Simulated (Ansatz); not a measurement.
Geometry optimisation, RKS PBE/def2-SVP in Ansatz 0.2.0.

input.yaml

```yaml
crystal:
  periodic: [false, false, false]
  atoms:
    - { symbol: Cl, position_ang: [-2.0778, -1.3059, -1.0342] }
    - { symbol: C, position_ang: [-0.4183, -0.1193, -0.1501] }
    - { symbol: "N", position_ang: [0.9973, 0.882, 0.5951] }
    - { symbol: H, position_ang: [-0.6382, 0.5799, -0.9286] }
    - { symbol: H, position_ang: [-1.0285, -0.1083, 0.7277] }
    - { symbol: H, position_ang: [0.1443, -0.999, -0.3816] }
    - { symbol: H, position_ang: [1.6902, 0.8212, -0.1505] }
    - { symbol: H, position_ang: [1.331, 0.2494, 1.3223] }
total_charge: -1
basis:
  gaussian: { orbitals: def2-SVP }
hamiltonian:
  xc: pbe
relax:
  f_tol: 0.15
  max_steps: 25
  restrain:
    - { distance: [1, 2], at: 2.77, k: 30.0 }
    - { distance: [1, 0], at: 1.78, k: 30.0 }
```

Launched with:

```bash
$ ansatz run input.yaml --threads 1 --pin off --max-ram 2048MiB --backend cpu --events-out ev --progress --plain --runs-dir out
```

Question: Where does it end, and by what steps?

Answer: It converged. The restraints hold the end off the free minimum. Limits of this set-up: an anion without diffuse functions, the dipole of an ion depends on the origin. After 5 steps the energy has risen by 0.664 eV (the restraints' own energy left out); C2 moved furthest, 0.52 Å.

```csv
step,energy less start (eV),largest force component (eV/Å),accepted
0,0.0000,3.000,yes
1,0.6593,2.201,yes
2,0.7869,1.966,yes
3,0.6799,1.170,yes
4,0.7423,1.583,no
5,0.6640,1.204,yes
```

```xyz
8
Properties=species:S:1:pos:R:3
Cl -2.173 -1.377 -1.091
C -0.827 -0.376 -0.351
N 1.247 1.103 0.736
H -0.674 0.563 -0.908
H -1.054 -0.111 0.694
H 0.124 -0.929 -0.357
H 1.858 0.838 -0.081
H 1.499 0.289 1.357
```

Time of the run: 10 s on 1 thread of Arm Neoverse V2 (shared host), peak memory 0.13 GiB.
